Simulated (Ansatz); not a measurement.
# AlSiC (doublet): geometry optimisation

Aim: relax a generated start of AlSiC (doublet) and see which bonds hold.

Program: Ansatz 0.2.0, Gaussian basis. Level of theory: UKS PBE0/def2-TZVP. These are calculated values, not measurements.

### Step 1. The starting structure

3 atoms, charge 0, spin multiplicity 2.

Atoms are counted from 1 here; the program's logs count them from 0.

Bond lengths: Al1–C2 1.870 Å, C2–Si3 1.726 Å. Angles: Al1–C2–Si3 180.0°.

Geometry (Å):

```xyz
3
charge 0, multiplicity 2
Al    0.0000    0.0000   -1.8221
C     0.0000    0.0000    0.0482
Si    0.0000    0.0000    1.7739
```

The start was built by rule and, where that kept it together, relaxed with GFN2-xTB. Sticks and bond lists go by distance. 

### Step 2. Relaxation

File in.yaml:

```yaml
crystal:
  periodic: [false, false, false]
  atoms:
    - {symbol: Al, position_ang: [0.000000, 0.000000, -1.822072]}
    - {symbol: C, position_ang: [0.000000, 0.000000, 0.048204]}
    - {symbol: Si, position_ang: [0.000000, 0.000000, 1.773868]}
basis:
  gaussian: {orbitals: def2-TZVP}
magnetization: {spin_polarized: true, initial_magnetization: 1}
hamiltonian: {xc: pbe0}
relax: {f_tol: 0.004, max_steps: 80}
```

Command:

```
> ansatz run in.yaml --threads 1 --pin off --events-out ev --progress --plain --max-ram 2176MiB
```

What does the calculation give? Wanted: energy gained; shift from the start; total energy; dipole moment; ⟨S²⟩.

**Answer**, as computed:

| quantity | value |
| --- | --- |
| steps | 5 |
| energy gained | 0.110 eV |
| shift from the start (rms) | 0.052 Å |
| total energy | -15500.2900 eV |
| dipole moment | 2.74 D |
| ⟨S²⟩ | 0.760 |

The bonds of the start are those of the end. Al1–C2 went from 1.870 to 1.805 Å. No vibrations were run, so this is a stationary point, not a proven minimum, and this spin need not be the ground state's.
